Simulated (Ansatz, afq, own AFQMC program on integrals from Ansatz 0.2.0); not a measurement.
AFQMC on a folder of integrals that Ansatz 0.2.0 wrote.

```yaml
crystal:
  periodic: [false, false, false]
  atoms:
    - {symbol: Al, position_ang: [-0.059867, 0.000147, -0.132768]}
    - {symbol: H, position_ang: [0.448722, 0.001802, 1.985772]}
    - {symbol: H, position_ang: [-0.317066, -0.008906, 1.956389]}
    - {symbol: H, position_ang: [0.733301, 1.383310, -0.188797]}
    - {symbol: H, position_ang: [0.737612, -1.380129, -0.199290]}
basis:
  gaussian: {orbitals: cc-pVTZ}
total_charge: 1
magnetization: {spin_polarized: false, initial_magnetization: 2}
correlation: {method: ccsd_t, electrons: outside_noble_gas, hamiltonian_folder: ham}
```

```sh
$ ansatz run in.yaml --threads 1 --pin off --events-out ev --progress --plain --max-ram 24576MiB --backend cuda --devices 0, --max-vram 18GiB
```

Options of the walk:

```
--method phaseless --trial cisd --walkers 1000 --populations 20 --least-time 60 --time-step 0.005 --steps-per-block 50 --equilibration-blocks 28 --max-blocks 4000 --target-error 0.00015 --factor-cut 1e-05 --start spin_pure --seed 2519 --release-times 0.24,0.51,0.99,1.62,2.4 --release-step 0.03 --release-every 3 --taylor-order 6
```

Times are imaginary, in 1/Eh. The walk had a cap of 237 s. With eight or more populations the least sampling time is a fifth of least-time, and the error comes from their spread.

Output of the walk:

```
orbitals 85  electrons 4 2  factors 504 of 512
reference energy -243.77818974 Eh
CCSD correlation -0.11901660 Eh in 12 cycles, weight of the determinant in the CISD state 0.9086
energy of the start -243.897210 Eh
 block  time / (1/Eh)  mean weight  energy / Eh
     1     0.250  0.9995  -243.896659
     2     0.500  0.9998  -243.896958
     3     0.750  0.9998  -243.897460
     4     1.000  0.9999  -243.897945
     5     1.250  0.9998  -243.898335
     8     2.000  1.0003  -243.899186
    11     2.750  1.0003  -243.899767
    14     3.500  1.0000  -243.899825
    17     4.250  1.0003  -243.899875
    20     5.000  1.0001  -243.899322
    23     5.750  1.0003  -243.899542
    26     6.500  1.0002  -243.899429
    29     7.250  1.0001  -243.899132
    32     8.000  1.0000  -243.899291
    35     8.750  0.9992  -243.899463
    38     9.500  1.0003  -243.899561
    39     9.750  0.9992  -243.900157
    41    10.250  1.0004  -243.899437
    44    11.000  1.0001  -243.899887
    47    11.750  0.9995  -243.899855
    50    12.500  1.0008  -243.899541
    53    13.250  1.0003  -243.899731
    56    14.000  1.0004  -243.899421
    59    14.750  1.0000  -243.899431
    62    15.500  0.9997  -243.899712
    65    16.250  0.9997  -243.899193
    68    17.000  1.0003  -243.899482
    71    17.750  1.0001  -243.899303
    74    18.500  0.9996  -243.899199
    76    19.000  1.0004  -243.899011
    77    19.250  1.0000  -243.899238
    78    19.500  1.0001  -243.899180
error from the spread of 20 populations
released: time / (1/Eh)  energy / Eh  error  mean overlap
  0.24  -243.899631  0.000089  0.9948
  0.51  -243.899756  0.000097  0.9934
  0.99  -243.899914  0.000086  0.9870
  1.62  -243.900130  0.000086  0.9889
  2.40  -243.900243  0.000085  0.9888
energy -243.899461 +/- 0.000091 Eh
(rows thinned)
```

The run passed its tests (sampling time, drift between the halves within three errors, error under three times the target), which doesn't prove that it has relaxed.

Against this walk (error 2.5 meV) on the same determinant: CCSD(T) 4.2 meV lower (within the noise), CCSDT(Q) 24.6 meV lower. The error is statistical and leaves out the bias of the constraint. None of these is a sure reference here. The released energies are still falling (meV from the phaseless value at times in 1/Eh: -4.6 ± 2.4 at 0.24, -8 ± 3 at 0.51, -12.3 ± 2.3 at 0.99, -18.2 ± 2.4 at 1.62, -21.3 ± 2.3 at 2.40), so they give no level; they do show a bias of the constraint, and the last of them that isn't too noisy lies 3 meV above CCSDT(Q).

Cautions: constraint bias not in the error; lower spins were not checked; a spin-contaminated unrestricted determinant lies lower (UHF 410 meV lower, ⟨S²⟩ 2.07); the search met a lower determinant of the same kind, perhaps of another symmetry (174 meV lower), and this one is a saddle point; the CCSD(T) amplitudes may be one of several solutions (largest double 0.11); the CCSDT(Q) amplitudes may be one of several solutions (largest double 0.12).

The walk took 27 s on 1 × NVIDIA H100 80GB HBM3 with 2 threads of AMD EPYC 7R13 Processor (Zen 3) (shared host) (the card was shared). The log's last line is the phaseless energy.

CCSDT and higher add their correlation energy to the determinant of the CCSD(T) run, since their own runs factorise the integrals more tightly (a shift of under 2 meV).
